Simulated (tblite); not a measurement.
C₅H₇N (charge +1 and doublet state).
Z-matrix (Å and degrees, GFN2-xTB geometry), rows numbered from 1:
```
C 
N   1  1.2280
C   2  1.2942  1  166.43
C   3  1.3651  2  124.16  1   -97.05
C   4  1.4463  3  147.23  2  -179.66
C   4  1.4497  3  149.32  2     0.76
H   1  1.0884  2  120.55  3  -175.07
H   1  1.0913  2  122.57  3     4.65
H   3  1.0880  2  115.45  1    87.34
H   5  1.0832  4  118.70  6  -108.75
H   5  1.0828  4  119.04  6   108.52
H   6  1.0825  4  118.91  5   108.37
H   6  1.0829  4  118.93  5  -108.26
```

Level: GFN2-xTB in tblite, geometry and Hessian alike; calculated harmonic values, unscaled, isolated species. The method is semi-empirical: single wavenumbers can be off by several per cent or more. One conformer, not necessarily the lowest. Open shells enter through the occupations alone, without spin polarisation, and single modes of such species can be off by tens of per cent.

Harmonic wavenumbers (cm⁻¹): 80.5, 116.0, 183.9, 231.9, 281.1, 400.8, 524.8, 691.6, 769.3, 790.8, 820.0, 952.8, 971.2, 1010.1, 1033.8, 1053.8, 1080.2, 1094.3, 1096.1, 1154.8, 1268.6, 1362.5, 1365.3, 1402.1, 1697.8, 1969.1, 2928.5, 2970.9, 2986.7, 3043.3, 3052.3, 3054.5, 3059.3.

A = 12406, B = 1935, C = 1736 MHz; mass 81.058 u (most abundant isotopes); point group C1, symmetry number 1; spin multiplicity 2.

Zero-point energy?

½Σν̃ = 22249 cm⁻¹ = 266.16 kJ/mol.

Entropy at 273.15 K, 1 bar (ideal gas, RRHO, classical rotation)?

Translation 161.85, rotation 109.56, vibration 60.75, spin (R ln 2) 5.76: S = 337.9 J/(mol K).

And Cp and H(273.15 K) − H(0)?

Cp = 102.65 J/(mol K), of which vibrations give 69.39 (their classical limit is 33 R = 274.4); H(273.15 K) − H(0) = 18.32 kJ/mol without the zero-point energy, 9.24 from vibrations.

How do the functions run with temperature in this model?

| T (K) | S (J/(mol K)) | Cp (J/(mol K)) | H − H(0) (kJ/mol) | G − H(0) (kJ/mol) | ln q(vib) |
| --- | --- | --- | --- | --- | --- |
| 100 | 260.8 | 59.3 | 4.44 | -21.65 | 0.72 |
| 200 | 309.2 | 82.9 | 11.55 | -50.29 | 2.16 |
| 300 | 347.9 | 110.3 | 21.18 | -83.19 | 3.64 |
| 500 | 416.9 | 161.4 | 48.62 | -159.81 | 6.69 |
| 800 | 504.4 | 210.3 | 105.04 | -298.45 | 11.23 |
| 1000 | 553.7 | 231.5 | 149.33 | -404.36 | 14.11 |

q(vib) and H(0) count from the zero-point level.

What must be added to the electronic energy to get the Gibbs energy at 273.15 K and 1 bar?

ZPE + [H(273.15 K) − H(0)] − T·S = 266.16 + 18.32 − 92.31 = 192.17 kJ/mol.

Blend soft modes into free rotors: weight 1/[1 + (100 cm⁻¹/ν̃)⁴] for the oscillator and the rest for a rotor with moment μB/(μ + B), μ = h/(8π²ν), B = 10⁻⁴⁴ kg m². What vibrational entropy results?

58.14 J/(mol K) in place of 60.75, which changes −T·S at 273.15 K by +0.71 kJ/mol.

Which modes carry the vibrational entropy at 273.15 K?

80.5 cm⁻¹: 15.51; 116.0 cm⁻¹: 12.54; 183.9 cm⁻¹: 8.90; 231.9 cm⁻¹: 7.15; 281.1 cm⁻¹: 5.77; 400.8 cm⁻¹: 3.49 J/(mol K); the other 27 give 7.39 together.

Hindered rotation and anharmonicity are outside this model. Other conformers, if any are populated, would add a mixing term that is left out.
